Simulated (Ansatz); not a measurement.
Hg (within 0.1 Å of Im-3m, No. 229, 1 atom in the cell)

Calculation: PBEsol (plane waves, PAW; Ansatz, a program for electronic structure).

Settings: plane-wave cutoff 500 eV, 28×28×28 k mesh, Fermi–Dirac smearing 0.1 eV, scalar-relativistic PAW data made under PBE.

Cell (relaxed at this level):

Space group I4/mmm (No. 139); a = b = 3.6503 Å, c = 3.5921 Å, α = β = γ = 90.00°

```json
[
 {"atom": "Hg", "site": "2a", "symmetry": "4/mmm", "x": "0.0000", "y": "0.0000", "z": "0.0000"}
]
```
(The calculation used a cell of 1 atom; values per cell refer to that cell.)

```yaml
band_gap: zero (no gap)
```

Spin–orbit coupling is not included; it can shift volumes and moduli of such heavy elements.

The computed numbers hold no vibrational or temperature effects.
